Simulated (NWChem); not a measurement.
# Correlation energy of Si (-1)

```
Si
```
Charge -1, spin multiplicity 4.

Program: NWChem.

Basis set: def2-SVPD. Each correlation energy counts from its own Hartree-Fock reference.

```tsv
method	correlation energy (mHa)
CCSD on UHF	-77.9
CCSDT on ROHF	-81.0
SCS-UMP2	-58.3
UMP2	-60.7
CCSD(T) on ROHF	-80.7
CCSD[T] on ROHF	-80.7
CCSD[T] on UHF	-79.9
CCSD(T) on UHF	-79.9
CCSD on ROHF	-78.4
```

The values span 22.7 mHa, from CCSDT on ROHF (lowest) to SCS-UMP2 (highest). 

The correlated methods keep 5 core orbitals frozen. No SCF solution was tested for a lower state. Open-shell Hartree-Fock references start from PBE0 orbitals. No row is a measurement; the coupled-cluster row has its own basis-set and correlation limits.
